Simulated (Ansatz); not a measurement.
**SiC (triplet): the correlation ladder, aug-cc-pVDZ**

How much of the correlation energy of SiC (triplet) does each wave-function method recover here?

Program: Ansatz 0.2.0, Gaussian basis. Level of theory: aug-cc-pVDZ, core rule «outside noble gas», up to 6 orbitals frozen. These are calculated values, not measurements.

To be run: UHF; CCSD(T) on ROHF; CCSD(T) on UHF; BCCD(T) on ROHF; CISD; CCSDT(Q) on ROHF; CCSDT(Q) on UHF; CASSCF and MRCISD+Q, 8 electrons in 8 orbitals; CASSCF and MRCISD+Q(relaxed), 8 electrons in 8 orbitals; CASSCF and NEVPT2, 8 electrons in 8 orbitals.

17 further runs of the same task are left out: 6 that didn't finish, 11 set aside as unsound or not needed.

### Step 1. The system

The geometry is a PBE0/def2-TZVPD stationary point (not a proven minimum) of the parent state, kept for this charge and spin.

2 atoms, charge 0, spin multiplicity 3.

Atoms are counted from 1 here; the program's logs count them from 0.

Bond lengths: Si1–C2 1.666 Å.

### Step 2. UHF

Contents of in.yaml:

```yaml
crystal:
  periodic: [false, false, false]
  atoms:
    - {symbol: Si, position_ang: [0.000000, 0.000000, 0.000000]}
    - {symbol: C, position_ang: [0.000000, 0.000000, 1.665900]}
basis:
  gaussian: {orbitals: aug-cc-pVDZ}
magnetization: {spin_polarized: true, initial_magnetization: 2}
hamiltonian: {xc: hf}
output: {orbitals: {seedname: orbitals}}
```

Command:

```bash
> ansatz run in.yaml --threads 1 --pin off --events-out ev --progress --plain --max-ram 2393MiB
```

After this run come: CCSD(T) on ROHF; CCSD(T) on UHF; BCCD(T) on ROHF; CISD; CCSDT(Q) on ROHF; CCSDT(Q) on UHF; CASSCF and MRCISD+Q, 8 electrons in 8 orbitals; CASSCF and MRCISD+Q(relaxed), 8 electrons in 8 orbitals; CASSCF and NEVPT2, 8 electrons in 8 orbitals.

Q: Predict the results of all the runs planned. Wanted: RCCSDT(Q) below the RHF energy; RMP2 from RCCSDT(Q); UMP2 from RCCSDT(Q); RCCSD from RCCSDT(Q); RCCSD(T) from RCCSDT(Q); UCCSD(T) from RCCSDT(Q); UCCSDT(Q) from RCCSDT(Q); NEVPT2 valence from RCCSDT(Q); MRCISD+Q valence from RCCSDT(Q).

As calculated:

```
                                quantity                                                                   value
          RCCSDT(Q) below the RHF energy                                                              -5.8078 eV
                     RMP2 from RCCSDT(Q)                                                             +1254.8 meV
                     UMP2 from RCCSDT(Q)                                                             +1595.3 meV
                    RCCSD from RCCSDT(Q)                                                              +373.2 meV
                 RCCSD(T) from RCCSDT(Q)                                                               +79.9 meV
                 UCCSD(T) from RCCSDT(Q)                                                              +106.0 meV
                UCCSDT(Q) from RCCSDT(Q)                                                                -1.4 meV
           NEVPT2 valence from RCCSDT(Q)                                                              +810.3 meV
         MRCISD+Q valence from RCCSDT(Q)                                                               +19.5 meV
MRCISD+Q(relaxed) valence from RCCSDT(Q)                                                               -22.9 meV
       levels within 1 kcal/mol (43 meV)  RCCSDT, UCCSDT, UCCSDT(Q), MRCISD+Q valence, MRCISD+Q(relaxed) valence
                           T1 diagnostic                                                                   0.055
          effectively unpaired electrons                                                                    2.11
```

What this shows: RCCSD(T) misses by +79.9 meV, 1.4 % of the correlation energy. CCSD(T) misses by +79.9 meV on the restricted determinant and by +106.0 meV on the unrestricted one; the two need not hold the same state or core. The occupations are near whole numbers, but T1 = 0.055 shows that the orbitals relax strongly. Of the multireference levels listed MRCISD+Q valence comes nearest in total energy (+19.5 meV), which doesn't show that its space is the better one. These misses are within one basis, not against nature; the frozen cores of restricted and unrestricted runs differ, which can shift their rows.
